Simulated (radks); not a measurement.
# Taking charge from the 1s level of N²⁺ in fractions

What happens to E and to the 1s eigenvalue of N²⁺ when a fraction of an electron is removed? The exact functional would give straight lines between whole numbers for a frontier level.

Method: non-relativistic Kohn-Sham, PBE, spin-polarised, spherical densities, point nucleus; open shells are filled with parallel spins first. Code: radks (a radial shooting solver on a logarithmic mesh, Libxc functionals) version 1.

### Step 1. What is computed

```
element       : nitrogen (Z = 7)
charge        : +2
electrons     : 5
configuration : 1s(up 1, down 1) 2s2 2p1
```

A shell typed twice in an input gives spin up, then spin down.

### Step 2. Start: 1s(up 1, down 1) 2s2 2p1

Settings of this run:

```text
Z 7
configuration 1s1 1s1 2s2 2p1
relativity non-relativistic
functional pbe,pbe
spin polarised
nucleus point
```

### Step 3. 0.125 electron removed from 1s

Settings of this run:

```text
Z 7
configuration 1s1 1s0.875 2s2 2p1
relativity non-relativistic
functional pbe,pbe
spin polarised
nucleus point
```

### Step 4. 0.25 electron removed from 1s

Settings of this run:

```text
Z 7
configuration 1s1 1s0.75 2s2 2p1
relativity non-relativistic
functional pbe,pbe
spin polarised
nucleus point
```

### Step 5. 0.375 electron removed from 1s

Settings of this run:

```text
Z 7
configuration 1s1 1s0.625 2s2 2p1
relativity non-relativistic
functional pbe,pbe
spin polarised
nucleus point
```

### Step 6. 0.5 electron removed from 1s

Settings of this run:

```text
Z 7
configuration 1s1 1s0.5 2s2 2p1
relativity non-relativistic
functional pbe,pbe
spin polarised
nucleus point
```

### Step 7. 0.625 electron removed from 1s

Settings of this run:

```text
Z 7
configuration 1s1 1s0.375 2s2 2p1
relativity non-relativistic
functional pbe,pbe
spin polarised
nucleus point
```

### Step 8. 0.75 electron removed from 1s

Settings of this run:

```text
Z 7
configuration 1s1 1s0.25 2s2 2p1
relativity non-relativistic
functional pbe,pbe
spin polarised
nucleus point
```

### Step 9. 0.875 electron removed from 1s

Settings of this run:

```text
Z 7
configuration 1s1 1s0.125 2s2 2p1
relativity non-relativistic
functional pbe,pbe
spin polarised
nucleus point
```

### Step 10. 1 electron removed from 1s

Settings of this run:

```text
Z 7
configuration 1s1 1s0 2s2 2p1
relativity non-relativistic
functional pbe,pbe
spin polarised
nucleus point
```

Q: Predict the outcome of this session. Wanted: for each run, removed; E − E(0); eigenvalue; E minus straight line.

The runs gave:

```csv
removed (e),E − E(0) (eV),eigenvalue (eV),E minus straight line (eV)
0,0.000,-423.03,0.000
0.125,53.450,-432.15,-3.629
0.25,108.03,-441.15,-6.126
0.375,163.73,-449.97,-7.507
0.5,220.51,-458.48,-7.805
0.625,278.33,-466.50,-7.067
0.75,337.10,-473.66,-5.374
0.875,396.66,-478.81,-2.892
1,456.64,-478.97,0.000
```

**Reading.** Removing the whole electron costs 456.64 eV, against 423.03 eV from minus the starting eigenvalue. Slater's transition state, half an electron removed, gives 458.48 eV. The trapezoid integral of minus the eigenvalue gives 456.46 eV over the range, against 456.64 eV from the energies (Janak's theorem). The eigenvalue moves by 55.9 eV per electron. E bends below the straight line by 7.81 eV at 0.5 electron removed.
